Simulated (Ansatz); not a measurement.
A nudged elastic band was laid between two geometries of CH₃AlF (6 atoms, charge -1, multiplicity 1).

These are results of RKS PBE0/def2-SVP (Ansatz 0.2.0), not measurements.

| Quantity | Value |
| --- | --- |
| movable images | 7 |
| climbing image | yes |
| spring | 5.0 eV/Å² |
| optimiser | fire |
| start path | through a guess of the saddle point |
| force threshold | 0.05 eV/Å |
| iteration limit | 60 |
| end points | relaxed |

Image 0:

```xyz
6
Properties=species:S:1:pos:R:3
C -0.594 0.012 -0.849
Al 0.449 -0.004 0.649
F 1.912 -0.880 0.843
H -1.526 0.601 -0.891
H -0.407 -0.530 -1.789
H 0.168 0.801 2.037
```

Image 8:

```xyz
6
Properties=species:S:1:pos:R:3
C -0.460 0.298 -0.248
Al 0.268 -1.318 0.819
F 1.943 -0.861 0.838
H -1.559 0.299 -0.377
H -0.012 0.323 -1.264
H -0.180 1.259 0.233
```

(1) What changes between the two ends?

(2) What energy profile does the band end with?

(3) What is the geometry of the highest image?

## Answers

(1) Bonds broken: Al2–H6. Bonds formed: C1–H6.

(2) It converged. The highest image is number 4 of 0 to 8, 1.69 eV above the first end and 2.19 eV above the last; the last end lies 0.50 eV below the first. Neighbouring images differ by up to 1.2 eV, so the band resolves the path poorly. Another band between the same ends (7 images) ends at a top of the same energy, where a vibrational analysis finds 1 clearly imaginary mode. The orbitals stay closed-shell, which can raise the energy where a bond breaks towards radicals; this wasn't checked here. Limits of this set-up: an anion without diffuse functions, the dipole of an ion depends on the origin.

```json
{"image": "0", "path coordinate (Å)": "0.00", "energy (eV)": "0.00", "Al2–H6 (Å)": "1.63", "C1–H6 (Å)": "3.09"}
{"image": "1", "path coordinate (Å)": "0.45", "energy (eV)": "0.09", "Al2–H6 (Å)": "1.62", "C1–H6 (Å)": "2.92"}
{"image": "2", "path coordinate (Å)": "0.91", "energy (eV)": "0.51", "Al2–H6 (Å)": "1.61", "C1–H6 (Å)": "2.65"}
{"image": "3", "path coordinate (Å)": "1.38", "energy (eV)": "1.22", "Al2–H6 (Å)": "1.63", "C1–H6 (Å)": "2.29"}
{"image": "4", "path coordinate (Å)": "1.85", "energy (eV)": "1.69", "Al2–H6 (Å)": "1.70", "C1–H6 (Å)": "1.87"}
{"image": "5", "path coordinate (Å)": "2.22", "energy (eV)": "1.10", "Al2–H6 (Å)": "1.81", "C1–H6 (Å)": "1.48"}
{"image": "6", "path coordinate (Å)": "2.59", "energy (eV)": "-0.11", "Al2–H6 (Å)": "2.05", "C1–H6 (Å)": "1.17"}
{"image": "7", "path coordinate (Å)": "2.96", "energy (eV)": "-0.45", "Al2–H6 (Å)": "2.43", "C1–H6 (Å)": "1.11"}
{"image": "8", "path coordinate (Å)": "3.34", "energy (eV)": "-0.50", "Al2–H6 (Å)": "2.68", "C1–H6 (Å)": "1.11"}
```

(3) 
```xyz
6
Properties=species:S:1:pos:R:3
C -0.503 -0.021 -0.599
Al 0.382 -0.455 1.022
F 2.038 -0.926 0.906
H -1.552 0.266 -0.389
H -0.334 -0.042 -1.700
H -0.030 1.178 0.761
```

Run time: 8 min on 1 thread of Arm Neoverse V1, on a shared host, peak memory 0.11 GiB.
